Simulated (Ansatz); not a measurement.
**CH₄NNa (SMILES C[NH][Na]): functionals against CCSD(T) at one geometry**

A test off equilibrium: a structure displaced at random from a GFN2-xTB minimum is computed at several levels, and each is set against CCSD(T).

Method: single points in def2-TZVPP; program: Ansatz 0.2.0, Gaussian basis.

Correlated methods freeze the cores. The outer core shell of Li, Na, Mg and K is correlated.

**1. The starting structure**

SMILES `C[NH][Na]`, 7 atoms, charge 0, spin multiplicity 1.

Atoms are counted from 1 here; the program's logs count them from 0.

Bond lengths: C1–N2 1.510 Å, C1–H4 1.130 Å, C1–H5 1.119 Å, C1–H6 1.163 Å, N2–Na3 2.199 Å, N2–H7 1.074 Å. Angles: N2–C1–H4 115.7°, N2–C1–H5 111.0°, N2–C1–H6 110.8°, H4–C1–H5 107.2°, H4–C1–H6 106.3°, H5–C1–H6 105.2°, C1–N2–Na3 123.8°, C1–N2–H7 105.6°, Na3–N2–H7 118.4°.

Geometry (Å):

```xyz
7
charge 0, multiplicity 1
C    -0.43440    0.35770   -0.40760
N     0.62430   -0.10440    0.56500
Na    0.52790   -2.00510    1.66630
H    -0.37490   -0.08670   -1.44480
H    -1.45990    0.14420   -0.01470
H    -0.39470    1.51180   -0.54430
H     1.56240    0.18690    0.13160
```

**2. CCSD(T)/def2-TZVPP**

The input, run/in.yaml:

```yaml
crystal:
  periodic: [false, false, false]
  atoms:
    - {symbol: C, position_ang: [-0.434400, 0.357700, -0.407600]}
    - {symbol: N, position_ang: [0.624300, -0.104400, 0.565000]}
    - {symbol: Na, position_ang: [0.527900, -2.005100, 1.666300]}
    - {symbol: H, position_ang: [-0.374900, -0.086700, -1.444800]}
    - {symbol: H, position_ang: [-1.459900, 0.144200, -0.014700]}
    - {symbol: H, position_ang: [-0.394700, 1.511800, -0.544300]}
    - {symbol: H, position_ang: [1.562400, 0.186900, 0.131600]}
basis:
  gaussian: {orbitals: def2-TZVPP}
correlation: {method: ccsd_t}
output: {forces: true}
```

The command line of these runs was not kept.

**3. PBE0-D4/def2-TZVPP**

Changes to run/in.yaml since step 2:

```diff
@@ -12,3 +12,3 @@
   gaussian: {orbitals: def2-TZVPP}
-correlation: {method: ccsd_t}
-output: {forces: true}
+hamiltonian: {xc: pbe0, dispersion: d4}
+output: {forces: true, orbitals: {seedname: orbitals}}
```

**4. wB97M-V/def2-TZVPP**

Changes to run/in.yaml since step 3:

```diff
@@ -12,3 +12,3 @@
   gaussian: {orbitals: def2-TZVPP}
-hamiltonian: {xc: pbe0, dispersion: d4}
-output: {forces: true, orbitals: {seedname: orbitals}}
+hamiltonian: {xc: {name: wB97M-V}}
+output: {forces: true}
```

**5. r2SCAN-D4/def2-TZVPP**

Changes to run/in.yaml since step 4:

```diff
@@ -12,3 +12,3 @@
   gaussian: {orbitals: def2-TZVPP}
-hamiltonian: {xc: {name: wB97M-V}}
+hamiltonian: {xc: r2scan, dispersion: d4}
 output: {forces: true}
```

**6. PBE-D4/def2-TZVPP**

Changes to run/in.yaml since step 5:

```diff
@@ -12,3 +12,3 @@
   gaussian: {orbitals: def2-TZVPP}
-hamiltonian: {xc: r2scan, dispersion: d4}
+hamiltonian: {xc: pbe, dispersion: d4}
 output: {forces: true}
```

**7. BLYP-D4/def2-TZVPP**

Changes to run/in.yaml since step 6:

```diff
@@ -12,3 +12,3 @@
   gaussian: {orbitals: def2-TZVPP}
-hamiltonian: {xc: pbe, dispersion: d4}
+hamiltonian: {xc: {name: BLYP}, dispersion: d4}
 output: {forces: true}
```

**8. SPW92/def2-TZVPP**

Changes to run/in.yaml since step 7:

```diff
@@ -12,3 +12,3 @@
   gaussian: {orbitals: def2-TZVPP}
-hamiltonian: {xc: {name: BLYP}, dispersion: d4}
+hamiltonian: {xc: lda}
 output: {forces: true}
```

(Steps that only read results are left out.)

Before running it: what results should come out? Wanted: energy less free atoms, CCSD(T)/def2-TZVPP; RMS force component; RMS force error; HOMO and LUMO, PBE0-D4; T1 diagnostic.

**Answer**, as computed:

| quantity | value |
| --- | --- |
| energy less free atoms, CCSD(T)/def2-TZVPP | -2071.2 kJ/mol |
| RMS force component | 0.600 to 0.785 eV/Å over the methods |
| RMS force error | PBE0-D4 0.142, wB97M-V 0.080, r2SCAN-D4 0.083, PBE-D4 0.180, BLYP-D4 0.173, SPW92 0.276 eV/Å |
| HOMO and LUMO, PBE0-D4 | -3.75 and -1.49 eV |
| T1 diagnostic | 0.016 |

**Reading.** Against CCSD(T) the functionals' energies less atoms differ by -385.0 to -55.8 kJ/mol, PBE-D4 by -123.2 kJ/mol. A larger basis would deepen the CCSD(T) value, while the functionals are nearly converged already, so the order here is not reliable. On forces the order runs from wB97M-V to SPW92. Frozen-core CCSD(T) forces in triple zeta carry basis errors of their own, and this is one geometry, so small gaps rank nothing.
